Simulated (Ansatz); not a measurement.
BPH4 (SMILES BP): methods side by side

The species is BPH4 (6 atoms), meant as a singlet with charge 0. SMILES: `BP`. The coordinates come from a GFN2-xTB relaxation.

```xyz
6

B     0.0027   -0.8680    0.1189
P     0.3787    0.9288    0.2596
H    -0.7775   -1.3512    0.8429
H     0.6592   -1.5409   -0.5759
H     0.5991    1.3191   -1.0437
H    -0.8623    1.5122    0.3982
```

Quantity: the energy change with the P2–H5 bond stretched from 1.378 to 3.446 Å, in eV. The values are calculated.

```csv
level,kind,program,value (eV),less FCI/STO-3G,CPU time (all runs)
HF/STO-3G (restricted),Hartree–Fock,Ansatz,9.57,+5.18,0.17 s
PBE/STO-3G (restricted),GGA,Ansatz,6.31,+1.92,1.4 s
PBE0/STO-3G (restricted),global hybrid,Ansatz,7.23,+2.84,1.3 s
wB97X/STO-3G (restricted),range-separated hybrid,Ansatz,8.17,+3.78,6 s
B2PLYP/STO-3G (restricted),double hybrid,Ansatz,6.24,+1.85,2.3 s
RPA@PBE/STO-3G (restricted),RPA,Ansatz,5.44,+1.05,2.3 s
CCSD/STO-3G (restricted),coupled cluster or CI,Ansatz,4.55,+0.16,0.26 s
FCI/STO-3G,exact in the basis,Ansatz,4.39,0.00,6.6 s
```

FCI/STO-3G is exact within its basis and frozen core, so for wave-function methods in that basis the difference is their error; functionals converge differently with the basis, so for them it is only a difference. A spin-restricted reference rises too steeply as a bond breaks; here HF/STO-3G, PBE/STO-3G, PBE0/STO-3G, wB97X/STO-3G, B2PLYP/STO-3G, RPA@PBE/STO-3G lie well above the multireference or unrestricted value. The first shape isn't each level's own minimum. The values span 4.39 to 9.57 eV. All rows use very small basis sets, so none should be taken for the real molecule's value. In so small a basis fixed costs decide the times, and correlated methods can beat functionals. CPU times are rough (shared hosts, several kinds of processor and program).
